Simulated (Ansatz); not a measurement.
System: fcc Ca. Method: PBE-D3(BJ) in Ansatz (plane waves, PAW).

Run with plane-wave cutoff 520 eV, 18×18×18 k mesh, Fermi–Dirac smearing 0.05 eV, scalar-relativistic PAW data made under PBE.

Cell (relaxed at this level):

Space group Fm-3m (No. 225); a = 5.435 Å, b = 5.435 Å, c = 5.435 Å, α = 90.00°, β = 90.00°, γ = 90.00°

```csv
atom,site,symmetry,x,y,z
Ca,4a,m-3m,0.0000,0.0000,0.0000
```
(The calculation used a cell of 1 atom; values per cell refer to that cell.)

Q: What does this level give for the bulk modulus B0 and pressure derivative B′ of the bulk modulus?

A: 
bulk modulus B0: 18.3 GPa
pressure derivative B′ of the bulk modulus: 3.0

The run finds no gap.

Measured, for comparison: bulk modulus 18.6 GPa (corrected for temperature and zero-point phonon effects, our sources range from 15.9 to 18.7; as tabulated in Levämäki et al. (2014), arXiv:1402.3671). Computed (rounded) less measured: bulk modulus not scored (sources differ).

Computed values are for the static lattice.

It cost roughly 50 core-seconds of CPU time.

Ansatz is an electronic-structure program.
